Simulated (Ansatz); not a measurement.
`O[Si]Cl` + HCl → `Cl[Si]Cl` + H₂O at 298.15 K and 1 bar (ligand exchange at the Si–O bond).

Gas-phase electronic energies from Ansatz, PBE0-D4/def2-TZVP geometries. CCSD(T)/CBS is extrapolated from def2-TZVPP and def2-QZVPP, frozen cores. Each species was taken in one conformer, which may not be the lowest.

```csv
species,CCSD(T)/CBS energy (Eh),H − E (kJ/mol),S (J/(mol·K))
`O[Si]Cl`,-824.69564,53.3,279.3
HCl,-460.38167,26.6,186.8
`Cl[Si]Cl`,-1208.69447,19.9,281.9
H₂O,-76.37685,66.4,188.7
```

H − E and S are ideal-gas, rigid-rotor, harmonic terms from PBE0-D4/def2-TZVP, for one conformer and one mirror image of each species. 1 Eh = 2625.50 kJ/mol, R = 8.31446 J/(mol·K).

Question: By hand: ΔE, ΔH, ΔS and ΔG.

Answer: ΔE = (-1208.69447) + (-76.37685) − (-824.69564) − (-460.38167) = 0.00599 Eh = 15.7 kJ/mol. Δ(H − E) = 19.9 + 66.4 − 53.3 − 26.6 = 6.4, so ΔH = 22.1 kJ/mol. ΔS = 281.9 + 188.7 − 279.3 − 186.8 = 4.5 J/(mol·K). ΔG = 22.1 − 298.15 × (4.5)/1000 = 20.8 kJ/mol.

Question: By hand: the equilibrium constant, and the temperature at which ΔG would vanish if ΔH and ΔS stayed fixed.

Answer: log₁₀ K = −ΔG/(RT ln 10) = -3.6. ΔG = 0 at ΔH/ΔS = 4911 K, far beyond where these terms or the molecules hold.

The number of gas molecules stays the same, so ΔS is small and ΔH decides. A doubt of 5 kJ/mol in ΔE shifts log₁₀ K by 0.9 here. Other conformers and mirror images would add mixing entropy, several J/(mol·K) or more a flexible species. These are equilibria of isolated gas molecules and say nothing of rates. Largest T1 diagnostic: 0.014 (customary marks: 0.02 for closed shells, 0.045 for open ones).
